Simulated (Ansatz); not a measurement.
System: 1T (CdI2-type) PtSe₂. Method: r²SCAN-D4 in Ansatz (plane waves, PAW).

Run with plane-wave cutoff 500 eV, 12×12×8 k mesh (along the axes of the cell as run), Fermi–Dirac smearing 0.05 eV, scalar-relativistic PAW data made under PBE.

Computed at the level's own relaxed cell.

Question: What does this level give for the volume per atom, lattice parameter a and lattice parameter c?

Answer: 
- volume per atom = 21.54 Å³/atom
- lattice parameter a = 3.725 Å
- lattice parameter c = 5.376 Å

Measured, for comparison: lattice constant a 3.727 Å (temperature not stated, no zero-point or thermal correction; as tabulated in Björkman (2014), arXiv:1406.2436); lattice parameter c 5.074 Å (temperature not stated, zero-point anharmonic expansion removed (computed with revB86b-DF2); no thermal correction; as tabulated in Björkman (2014), arXiv:1406.2436). Computed (rounded) less measured: lattice constant a -0.1 %, lattice parameter c +6.0 %.

Spin–orbit coupling is not included.

Ansatz is an electronic-structure program.
